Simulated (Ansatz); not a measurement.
We consider fluorite CdF2, described by HSE06 (Ansatz, a first-principles code, plane waves, PAW).

Total energies, extrapolated to zero smearing (they compare only within this program, potentials and cutoff; free atoms with spin allowed, lowest state found):

```tsv
system	energy (eV/atom)
fluorite CdF2, relaxed	-3291.8652
free Cd atom	-8257.2696
free F atom	-804.4715
```

Work out the cohesive energy per atom.

E_coh = [1 × (-8257.2696) + 2 × (-804.4715)]/3 − (-3291.8652) = 3.13 eV/atom. The reference value is 3.37 ± 0.03 eV/atom (worked out here from tabulated enthalpies at 298 K, copied from a table, unchecked, brought to a static lattice with a Debye model, atoms in their spin–orbit ground levels; inputs from the CRC Handbook), a difference of -0.24 eV/atom.

The PAW data were made under PBE.
